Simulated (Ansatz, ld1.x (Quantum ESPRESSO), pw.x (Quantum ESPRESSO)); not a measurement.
# Equation-of-state test of one ultrasoft potential (boron)

ld1.x (Quantum ESPRESSO) 7.5 input, shortened:

```
&input
   title='B', zed=5., rel=1, dft='PW', iswitch=3,
   config='[He] 2s2 2p1 3d-2'
 /
 &inputp
   pseudotype=3, tm=.true., lloc=-1, rcloc=2.90,
   nlcc=.false.,
   which_augfun='PSQ', rmatch_augfun_nc=.true.
 /
6
2S  1  0   2.00   0.00  1.40  1.60  0.0
2S  1  0   0.00   3.60  1.40  1.60  0.0
2P  2  1   1.00   0.00  3.15  3.70  0.0
2P  2  1   0.00   2.70  3.15  3.70  0.0
3D  3  2  -2.00  -0.15  2.35  2.75  0.0
3D  3  2  -2.00   0.65  2.35  2.75  0.0
 &test
   configts(1)='2s2 2p1'
 /
```

Atomic tests: cutoffs needed: 6 Ry and 6 Ry (the cutoffs (Ry, on a coarse ladder) from which the occupation-weighted sum of valence levels, in a spherical-Bessel basis at the reference potential, stays within 10 and 1 mRy of its value at 400 Ry); ghost test: no extra level below or beside the all-electron valence levels (s, p, d, f tested) (spherical-Bessel basis up to 400 Ry, 20 bohr box); configuration tests: 1 of 9 tests not solved or not reliable.

Crystal test: sc B in pw.x 7.5, no spin, 17³ k-points, Fermi–Dirac smearing 0.01 Ry, cutoffs 40/320 Ry. The reference is all-electron LAPW (Ansatz 0.2.0) with the same functional, mesh and smearing; V0 and B0 come from Birch–Murnaghan fits to the pressures at five volumes. Errors are pseudo minus all-electron; Δ is the rms difference of the E(V) curves that follow from these fits, minima aligned, over ±6 % about the mean V0. Mesh and smearing are coarse, so the numbers serve the comparison and aren't converged zero-temperature values; the lattice is a test structure that the element need not adopt.

```csv
V (Å³/atom),P all-electron (GPa),P pseudo (GPa)
6.193,12.68,275.30
6.356,5.37,247.87
6.519,-1.14,222.99
6.682,-6.94,200.46
6.845,-12.11,180.03
```

All-electron: a0 = 1.865 Å (V0 = 6.49 Å³/atom), B0 = 249.7 GPa.

Pseudopotential: converged, but broken (pressure over 100 GPa off). The pressure does not cross zero within the volumes sampled, so no fit is given. The largest radius (3.70 bohr) exceeds half the bond length (1.77 bohr), so the spheres overlap, which is one possible source of error among others. Atomic configuration tests: 1 of 9 tests not solved or not reliable. A pressure error of this size marks a broken potential; the numbers have no physical meaning.

Task: At the middle volume, how do free energy and pressure move when the wave cutoff is lowered (ecutrho held at 320 Ry)?

Result:

```json
{"cutoff (Ry)": "18", "shift of F (meV/atom)": "+3.0", "shift of P (GPa)": "+0.03"}
{"cutoff (Ry)": "24", "shift of F (meV/atom)": "+0.8", "shift of P (GPa)": "-0.04"}
{"cutoff (Ry)": "32", "shift of F (meV/atom)": "+0.1", "shift of P (GPa)": "+0.00"}
```

The run at the middle volume (165 k-points, 6 iterations) took about 2.2 s on one core of a shared host (Neoverse-V2, 192 threads, 742 GiB, load 16).
